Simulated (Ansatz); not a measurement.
Relaxation of Al2FH5 (8 atoms, charge 0, multiplicity 1), to a largest force component of 0.03 eV/Å in at most 50 steps.

Method: RKS BHLYP/def2-SVP (Ansatz 0.2.0).

```xyz
8
Properties=species:S:1:pos:R:3
Al -1.158 -1.160 -0.716
H 1.294 0.220 -0.590
H -0.850 -2.463 -1.514
H -1.934 0.108 -1.198
Al 1.173 1.155 0.637
F -0.798 -1.172 0.981
H 0.031 2.241 0.611
H 2.241 1.072 1.789
```

Problem. Where does it end, and by what steps?

Solution. The forces met the threshold. After 9 steps the energy has fallen by 1.524 eV; H8 moved furthest, 0.94 Å. Joined: Al1–H2, Al1–Al5, Al5–F6.

| step | energy less start (eV) | largest force component (eV/Å) | accepted |
| --- | --- | --- | --- |
| 0 | 0.0000 | 1.500 | yes |
| 1 | -0.1678 | 0.766 | yes |
| 2 | -0.4260 | 0.604 | yes |
| 3 | -0.7123 | 0.755 | yes |
| 4 | -1.1558 | 1.656 | yes |
| 5 | -1.3386 | 1.210 | yes |
| 6 | -1.4650 | 0.283 | yes |
| 7 | -1.5011 | 0.351 | yes |
| 8 | -1.5224 | 0.059 | yes |
| 9 | -1.5237 | 0.009 | yes |

```xyz
8
Properties=species:S:1:pos:R:3
Al -0.743 -0.835 -0.771
H 0.581 0.289 -0.871
H -0.203 -2.291 -0.958
H -2.009 -0.198 -1.435
Al 0.743 0.833 0.773
F -0.644 -0.343 0.990
H 0.220 2.304 0.883
H 2.055 0.242 1.389
```

Time of the run: 12 s on 2 threads of Arm Neoverse V2, with other jobs on the host, peak memory 0.15 GiB.
